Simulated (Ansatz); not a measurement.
A run of Ansatz (development build ahead of 0.2.0) on singlet O₃ at this shape:

```xyz
3

O     0.0000    0.0000   -0.4540
O     0.0000    1.1456    0.2270
O     0.0000   -1.1456    0.2270
```

Its results:

* Converged: yes
* Reference energy: -224.32257 hartree
* Correlation energy: -0.79975 hartree
* Total energy: -225.12232 hartree
* Spin squared of the determinant: 0.000

Question: Which input gives this output? Name the method, the orbitals and the basis set, and write the input.

Answer: RHF-MP2 in def2-TZVP. An unrestricted run that stays on the closed shell gives the same numbers.

```yaml
crystal:
  periodic: [false, false, false]
  atoms:
    - { symbol: O, position_ang: [0.0, 0.0, -0.45401] }
    - { symbol: O, position_ang: [0.0, 1.1456, 0.227] }
    - { symbol: O, position_ang: [0.0, -1.1456, 0.227] }
basis:
  gaussian: { orbitals: def2-TZVP }
hamiltonian:
  xc: hf
correlation:
  method: mp2
  frozen_orbitals: { O: 1 }
```

Caution: in another basis set an unrestricted determinant lies well below.
